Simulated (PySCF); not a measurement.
Species: H2O.
Hydrogens: H2, H3 on O1.

The closed-shell ground state was solved at several levels (PySCF, density fitting, gas phase, non-relativistic). Geometry: PBE0-D3(BJ)/def2-TZVP; no solvent, vibrations or thermal averaging.

```json
{"level": "wB97X-D/pcSseg-2", "basis functions": "64", "HOMO (eV)": "-11.00", "LUMO (eV)": "2.22", "gap (eV)": "13.22", "dipole (D)": "2.00"}
{"level": "PBE0/pcSseg-2", "basis functions": "64", "HOMO (eV)": "-9.01", "LUMO (eV)": "0.39", "gap (eV)": "9.40", "dipole (D)": "1.99"}
{"level": "KT3/pcSseg-2", "basis functions": "64", "HOMO (eV)": "-7.29", "LUMO (eV)": "-0.64", "gap (eV)": "6.65", "dipole (D)": "1.87"}
```

Q: Estimate the row for B97-2/pcSseg-2, a basis of 64 functions; the other rows only guide the guess.

A: HOMO -8.68 eV, LUMO 0.40 eV, gap 9.08 eV, dipole 1.97 D.

Q: Over all these levels, which gives the widest orbital gap and which the narrowest?

A: wB97X-D/pcSseg-2 (range-separated hybrid) has the widest, 13.22 eV, and KT3/pcSseg-2 (GGA) the narrowest, 6.65 eV. From the narrowest to the widest the HOMO moves by -3.71 eV and the LUMO by +2.86 eV.

Q: In the pcSseg-2 basis, how does the gap go with the fixed share of exact exchange?

A: KT3 (0 %) 6.65 eV; B97-2 (21 %) 9.08 eV; PBE0 (25 %) 9.40 eV. Each rise in the share widens the gap here.

Q: How far do the dipole and the HOMO energy spread over the levels?

A: The dipole runs from 1.87 to 2.00 D (mean 1.96 D) and the HOMO from -11.00 to -7.29 eV.
